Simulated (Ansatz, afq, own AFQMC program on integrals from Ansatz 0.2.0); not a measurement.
C, triplet in aug-cc-pVDZ, levels against full CI

A free C atom.

Basis aug-cc-pVDZ. Noble-gas cores (and the filled d shells of Ga–Kr and In–Xe) are frozen. Ansatz 0.2.0 and our own AFQMC program on the same integrals; the CISD trial comes from CCSD amplitudes, and released means the phaseless constraint is let go. Free AFQMC starts from the CCSD state and is never constrained. Its projection time is finite, and what remains of the start isn't in its error. Error bars are statistical, one sigma.

Determinant: UHF, the one that the program's search chose, which needn't be the lowest solution.

Full CI on the same integrals is exact in this basis and with this determinant's frozen core.

* T1 diagnostic: 0.0096
* weight of the determinant in the CISD state: 0.949
* ⟨S²⟩ of the determinant: 2.010
* size of the correlated space: 4 electrons in 22 orbitals

Estimate: order these by the size of their error in total energy against full CI, smallest first.
A. CCSDT(Q)
B. phaseless AFQMC with a CISD trial
C. CCSD(T)
D. CCSD

A (0.0 kJ/mol), B (0.5 ± 0.07 kJ/mol), C (1.1 kJ/mol), D (4.5 kJ/mol).

Reference: full CI, correlation energy -2.110 eV.

A walk keeps the symmetry of its determinant, which the program's search chose and which needn't be the lowest solution, so a lower state of the same spin and another symmetry isn't excluded.
